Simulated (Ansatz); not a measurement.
# CH2Si (singlet): wave-function methods side by side at distance Si1–C2 = 2.355 Å, cc-pVTZ

One table from this session's results is given with a row withheld; the runs are named, their logs left out.

Computed with Ansatz 0.2.0, Gaussian basis. Level: cc-pVTZ, core rule «outside noble gas», up to 6 orbitals frozen.

Plan: UHF; CCSD(T) on RHF; CCSD(T) on UHF; BCCD(T) on RHF; CCSDT(Q) on RHF; CCSDT(Q) on UHF; CASSCF and NEVPT2, 2 electrons in 2 orbitals; CASSCF and NEVPT2, 10 electrons in 10 orbitals.

## The geometry

The geometry derives from a PBE0/def2-TZVP stationary point (not a proven minimum). One bond is set to the value named and the two fragments are kept rigid.

4 atoms, charge 0, spin multiplicity 1.

Atoms are counted from 1 here; the program's logs count them from 0.

Bond lengths: C2–H3 1.090 Å, C2–H4 1.090 Å. Angles: H3–C2–H4 113.0°.

Coordinates:

```xyz
4
CH2Si
Si    0.00000    0.00000    0.81319
C     0.00000    0.00000   -1.54181
H     0.00000   -0.90928   -2.14337
H     0.00000    0.90928   -2.14337
```

Set-up of the first run:

in.yaml

```yaml
crystal:
  periodic: [false, false, false]
  atoms:
    - {symbol: Si, position_ang: [0.000000, 0.000000, 0.813194]}
    - {symbol: C, position_ang: [0.000000, 0.000000, -1.541806]}
    - {symbol: H, position_ang: [0.000000, -0.909276, -2.143374]}
    - {symbol: H, position_ang: [0.000000, 0.909276, -2.143374]}
basis:
  gaussian: {orbitals: cc-pVTZ}
magnetization: {spin_polarized: true, initial_magnetization: 0}
hamiltonian: {xc: hf}
output: {orbitals: {seedname: orbitals}}
```

Run with:

```console
> ansatz run in.yaml --threads 1 --pin off --events-out ev --progress --plain --max-ram 2816MiB --backend cpu
```

Steps of the session up to this table: UHF; CCSD(T) on RHF; CCSD(T) on UHF; BCCD(T) on RHF; CCSDT(Q) on RHF; CCSDT(Q) on UHF; CASSCF and NEVPT2, 2 electrons in 2 orbitals; CASSCF and NEVPT2, 10 electrons in 10 orbitals.

One of the session's tables, all rows but one given; the rest of the session is left out.

```
        method  from RCCSDT(Q) (kcal/mol)
           RHF                    +212.05
           UHF                    +176.66
          RMP2                     +36.93
          UMP2                     +39.95
         RCCSD                     +17.36
         UCCSD                          ?
      RCCSD(T)                      +2.06
      UCCSD(T)                      +6.54
       BCCD(T)                      +2.53
        RCCSDT                      +2.12
        UCCSDT                      +2.35
     RCCSDT(Q)                          0
     UCCSDT(Q)                      +0.28
   CASSCF pair                    +177.19
   NEVPT2 pair                     +28.96
CASSCF valence                    +114.43
NEVPT2 valence                     +27.57
```

**Question.** Estimate the row for UCCSD.

As computed: from RCCSDT(Q) (kcal/mol): +14.66. In the column «from RCCSDT(Q) (kcal/mol)» it lies between UCCSD(T) (+6.54) and RCCSD (+17.36).

Limits of these values: The report flags that the cluster equations may have other roots. The determinant of CCSD(T) (⟨S²⟩ 1.01) is far from a pure spin state, so its energy mixes those of several spin states; high orders of coupled cluster remove much of that, low ones don't. The determinant of CCSDT(Q) (⟨S²⟩ 1.01) is far from a pure spin state, so its energy mixes those of several spin states; high orders of coupled cluster remove much of that, low ones don't. The program flags RCCSD(T), BCCD(T), RCCSDT(Q) as in doubt, so the zero of the table is itself unsure. Warnings: restricted reference is unstable; spin contamination; large T1 diagnostic. Restricted and unrestricted rows rest on different reference determinants; a gap between their highest levels can come from leftover correlation error, from unlike frozen cores or from another state.
